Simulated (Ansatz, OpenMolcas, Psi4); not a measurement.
**How methods differ on CF3 (SMILES F[C](F)F)**

CF3: 4 atoms, total charge 0, spin state doublet. SMILES: `F[C](F)F`. Geometry: relaxed at PBE0-D4/def2-TZVP.

Each level gives the vertical ionisation energy (to the singlet cation) (eV). The values are calculated.

```tsv
level	kind	program	value (eV)	CPU time (all runs)
UHF/def2-SVPD	Hartree–Fock	Ansatz	11.67	4.3 s
UM06-L/def2-SVPD	meta-GGA	OpenMolcas	10.86	89 s
UB3LYP/def2-SVPD	global hybrid	OpenMolcas	11.25	60 s
UHSE06/def2-SVPD	range-separated hybrid	Psi4	11.25	1.9 min
UPBE-QIDH/def2-SVPD	double hybrid	Ansatz	11.39	15 s
RPA@PBE/def2-SVPD	RPA	Ansatz	10.93	16 s
UMP2/def2-SVPD	perturbation theory	Ansatz	10.96	4.9 s
UBCCD(T)/def2-SVPD	coupled cluster or CI	Ansatz	10.97	2 min
FCI/STO-3G	exact in the basis	Ansatz	5.93	21 s
```

The values span 5.93 to 11.67 eV. High-level rows in very small sets aren't better than simpler rows in larger ones. CPU times are rough (shared hosts, several kinds of processor and program).
